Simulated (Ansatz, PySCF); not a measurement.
Species: ethanol, C₂H₆O, charge 0, multiplicity 1. SMILES: CCO
Coordinates optimised at B3LYP-D3(BJ)/def2-TZVP (Ansatz, a program for electronic structure):
```xyz
9

C      1.1718    -0.4079     0.0081
C      0.0038     0.5538    -0.0092
O     -1.1993    -0.2136     0.0022
H     -1.9515     0.3866    -0.0087
H      0.0464     1.2144     0.8659
H      0.0484     1.1848    -0.9058
H      2.1164     0.1393     0.0001
H      1.1395    -1.0312     0.9029
H      1.1415    -1.0607    -0.8654
```
Charge 0, spin multiplicity 1.

Wanted: vertical triplet-singlet gap (E(triplet) - E(singlet); each state is the SCF solution reached for its spin), in kJ/mol. Cores are frozen in the correlated levels unless marked. Open shells are spin-unrestricted. Spin-orbit coupling is left out. No relativistic terms. 

```tsv
level	program	vertical triplet-singlet gap (kJ/mol)
HF/aug-cc-pVDZ	Ansatz	550.0
RI-HF/aug-cc-pVTZ	Ansatz	548.2
SVWN5/def2-TZVPD	Ansatz	604.1
PBE/def2-TZVPD	Ansatz	599.6
r2SCAN/def2-TZVPD	Ansatz	611.5
B3LYP/def2-TZVPD	Ansatz	625.0
PBE0/def2-TZVPD	Ansatz	623.2
BHLYP/def2-TZVPD	Ansatz	633.7
M06-2X/def2-TZVPD	PySCF	661.3
CAM-B3LYP/def2-TZVPD	Ansatz	639.1
wB97M-V/def2-TZVPD	Ansatz	650.0
wB97X-V/def2-TZVPD	Ansatz	654.9
B2PLYP/def2-TZVPD	Ansatz	647.4
MP2/aug-cc-pVDZ	Ansatz	673.9
RI-MP2/aug-cc-pVTZ	Ansatz	686.1
SCS-MP2/aug-cc-pVDZ	Ansatz	672.0
CCSD/aug-cc-pVDZ	Ansatz	635.4
CCSD(T)/aug-cc-pVDZ	Ansatz	635.4
```
